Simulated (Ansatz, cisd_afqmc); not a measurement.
System: C$_{2}$H, charge 1, singlet. A triplet may lie lower; no result for it is given here. C2H+ (parent SMILES [C]#C, singlet).
B3LYP-D3(BJ)/def2-TZVP minimum from Ansatz (a quantum-chemistry and plane-wave program):
```xyz
3

C      0.7620     0.1642     0.1293
C     -0.5009    -0.1573    -0.1417
H     -1.5667    -0.0413     0.0742
```
Charge +1, spin multiplicity 1.

Total energies in cc-pVDZ, 8 correlated electrons, 2 frozen orbitals. Radicals and triplets start from unrestricted determinants; spin-orbit coupling is neglected. Cores are frozen in correlated methods. No relativity. AFQMC/CISD: phaseless, guided by CISD from CCSD amplitudes; bars are statistical, one sigma. Outlying blocks are dropped, and bars are widened where a walk drifts. Over all cases where full CI ran beside it in this data, AFQMC minus full CI had a median of +0.1 mEh and passed +0.4 mEh in a tenth of the cases. The T1 diagnostic of C2H+ (parent SMILES [C]#C, singlet) reaches 0.185 in the sets run. The restricted determinant of C2H+ (parent SMILES [C]#C, singlet) is unstable towards broken spin symmetry in at least one set run. The spin of C2H+ (parent SMILES [C]#C, singlet) was assumed, and the state is the lowest solution found for it.

```csv
method,program,energy (Eh),minus CCSDTQ (mEh)
HF,Ansatz,-75.70299,253.62
MP2,Ansatz,-75.88323,73.38
CCSD,Ansatz,-75.93730,19.30
CCSD(T),Ansatz,-75.95939,-2.78
CCSDT(Q),Ansatz,-75.96158,-4.98
CCSDTQ,Ansatz,-75.95660,0.00
AFQMC/CISD,cisd_afqmc,-75.9535 ± 0.0004,3.1 ± 0.4
```
